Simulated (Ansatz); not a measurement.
# C₅H₁₀O₂: a ladder of functionals and wavefunction methods

The task here is to estimate one member of a computed series from the others.

Computed with Ansatz 0.2.0, Gaussian basis. Level: functionals in def2-TZVPP, the program's frozen cores in correlated methods.

Levels to be run: LDA (SPW92), PBE-D4, revPBE-D4, BLYP-D4, r2SCAN-D4, B97M-V, PBE0-D4, B3LYP-D4, r2SCANh-D4, r2SCAN0-D4, HSE06-D4, BHLYP-D4, CAM-B3LYP-D4, LC-ωPBE, ωB97X-V, ωB97M-V, B2PLYP, PBE-QIDH; CCSD(T)/def2-SVP; CCSD(T)/def2-TZVPP; MP2/def2-QZVPP; extrapolation to the limit; RPA on PBE.

## Structure used throughout

The geometry comes from an earlier relaxation with PBE0-D4 in a triple-zeta def2 set; it is a stationary point, not always the lowest conformer.

SMILES `CC1CCOCO1`, 17 atoms, charge 0, spin multiplicity 1.

Atoms are counted from 1 here; the program's logs count them from 0.

Bond lengths: C1–C2 1.520 Å, C1–H8 1.091 Å, C1–H9 1.092 Å, C1–H10 1.093 Å, C2–C3 1.527 Å, C2–O7 1.426 Å, C2–H11 1.093 Å, C3–C4 1.517 Å, C3–H12 1.093 Å, C3–H13 1.094 Å, C4–O5 1.413 Å, C4–H14 1.101 Å, C4–H15 1.091 Å, O5–C6 1.395 Å, C6–O7 1.394 Å, C6–H16 1.104 Å, C6–H17 1.090 Å. Angles: C2–C1–H8 110.0°, C2–C1–H9 112.9°, C2–C1–H10 109.8°, H8–C1–H9 108.2°, H8–C1–H10 108.3°, H9–C1–H10 107.6°, C1–C2–C3 113.8°, C1–C2–O7 112.1°, C1–C2–H11 108.1°, C3–C2–O7 109.4°, C3–C2–H11 109.0°, O7–C2–H11 104.0°, C2–C3–C4 110.5°, C2–C3–H12 108.8°, C2–C3–H13 110.4°, C4–C3–H12 108.5°, C4–C3–H13 110.6°, H12–C3–H13 108.0° and more.

The first run:

File in.yaml:

```yaml
crystal:
  periodic: [false, false, false]
  atoms:
    - {symbol: C, position_ang: [0.210668, -1.632854, -0.724294]}
    - {symbol: C, position_ang: [0.886813, -0.297255, -0.462855]}
    - {symbol: C, position_ang: [0.070822, 0.907211, -0.926598]}
    - {symbol: C, position_ang: [-1.043321, 1.204179, 0.059558]}
    - {symbol: O, position_ang: [-0.515412, 1.328174, 1.364576]}
    - {symbol: C, position_ang: [0.148025, 0.156896, 1.730060]}
    - {symbol: O, position_ang: [1.237066, -0.132750, 0.909828]}
    - {symbol: H, position_ang: [0.810252, -2.442442, -0.304434]}
    - {symbol: H, position_ang: [-0.791438, -1.692996, -0.295704]}
    - {symbol: H, position_ang: [0.119149, -1.796030, -1.800783]}
    - {symbol: H, position_ang: [1.848304, -0.296597, -0.982783]}
    - {symbol: H, position_ang: [0.727825, 1.779141, -0.980303]}
    - {symbol: H, position_ang: [-0.337398, 0.729875, -1.925737]}
    - {symbol: H, position_ang: [-1.807027, 0.411263, 0.045431]}
    - {symbol: H, position_ang: [-1.538990, 2.147884, -0.172452]}
    - {symbol: H, position_ang: [-0.569435, -0.682039, 1.732760]}
    - {symbol: H, position_ang: [0.544075, 0.308319, 2.733749]}
basis:
  gaussian: {orbitals: def2-TZVPP}
hamiltonian: {xc: lda}
output: {orbitals: {seedname: orbitals}}
```

Started as:

```
ansatz run in.yaml --threads 2 --pin off --events-out ev --progress --plain --max-ram 32768MiB --backend cuda --devices 0, --max-vram 18GiB
```

Among the steps run: LDA; PBE-D4 (GGA); revPBE-D4 (GGA); BLYP-D4 (GGA); r2SCAN-D4 (meta-GGA); B97M-V (meta-GGA); PBE0-D4 (hybrid); B3LYP-D4 (hybrid); r2SCANh-D4 (hybrid); r2SCAN0-D4 (hybrid); HSE06-D4 (hybrid); BHLYP-D4 (hybrid); CAM-B3LYP-D4 (range-separated); LC-ωPBE (range-separated); ωB97X-V (range-separated); ωB97M-V (range-separated); B2PLYP (double hybrid); PBE-QIDH (double hybrid).

One of the session's tables, all rows but one given; the rest of the session is left out.

It belongs to the step «Orbital energies across the functionals». 

```
  functional  HOMO (eV)  LUMO (eV)  gap (eV)
 LDA (SPW92)      -6.16       0.17      6.33
      PBE-D4      -6.02       0.35      6.36
   revPBE-D4      -5.95       0.43      6.38
     BLYP-D4      -5.93       0.34      6.27
   r2SCAN-D4      -6.32       1.07      7.39
      B97M-V      -6.51       0.48      6.99
     PBE0-D4      -7.57       1.15      8.72
    B3LYP-D4      -7.35       0.82      8.17
  r2SCANh-D4      -6.91       1.31      8.22
  r2SCAN0-D4      -7.79       1.65      9.43
    HSE06-D4      -7.16       0.79      7.95
    BHLYP-D4      -9.09       1.76     10.85
CAM-B3LYP-D4      -9.03       1.92     10.95
     LC-ωPBE     -10.33       3.21     13.54
     ωB97X-V          ?          ?         ?
     ωB97M-V      -9.97       2.59     12.56
```

**Question.** Estimate the row for ωB97X-V.

The run gave: HOMO (eV): -10.03; LUMO (eV): 3.01; gap (eV): 13.04. In the column «HOMO (eV)» it lies between LC-ωPBE (-10.33) and ωB97M-V (-9.97).
